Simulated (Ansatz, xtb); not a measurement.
Relaxing a trial structure of CH3BCl

The starting geometry of this gas-phase doublet has its atoms placed at random.

```xyz
6

C    -0.0218   -2.0217    0.7207
B    -1.4543   -0.1105    1.0795
Cl    0.3449   -0.2260    0.0874
H    -0.7405    1.1702    0.3784
H    -0.5884   -0.3542    1.5339
H     0.1311    0.5434   -1.1292
```

Q: Guess where an optimisation with r2SCAN-D4/def2-SVP ends from this start.

A: It ends as `B[CH]Cl`. Distances that change by over a tenth: C1–Cl3 (1.94 → 1.71 Å), B2–H5 (1.01 → 1.21 Å), Cl3–H5 (1.73 → 3.09 Å). Contacts that open: B2–Cl3 (2.06 → 2.84 Å), Cl3–H6 (1.46 → 2.35 Å). Contacts that close: C1–B2 (2.42 → 1.52 Å), C1–H6 (3.17 → 1.10 Å), B2–H4 (1.63 → 1.21 Å).

The energy falls by 13.59 eV over 51 steps:

```csv
step,E − E(last) (eV)
1,13.587
7,5.080
12,4.144
18,4.075
23,4.064
29,4.040
34,4.017
40,3.060
45,0.458
51,0.000
```

Final geometry (Å):

```yaml
atoms:
  - { symbol: C, position_ang: [-0.1313, -0.2483, -0.2028] }
  - { symbol: B, position_ang: [-0.8584, -0.1171, 1.1288] }
  - { symbol: Cl, position_ang: [1.5519, 0.0337, -0.3684] }
  - { symbol: H, position_ang: [-2.0451, -0.3404, 1.1480] }
  - { symbol: H, position_ang: [-0.2609, 0.1993, 2.1267] }
  - { symbol: H, position_ang: [-0.5852, -0.5260, -1.1616] }
```

From the same start GFN2-xTB ends elsewhere, in pieces: CH2BCl + H.

From so rough a start the end depends on the optimiser's path, so another program may land elsewhere. No frequencies were run, so the end isn't proven a minimum. Open shells are spin-unrestricted. Run with Ansatz 0.2.0, 2.3 min on 1 thread of AMD EPYC 9R45 96-Core Processor (Zen 5), on a shared host.
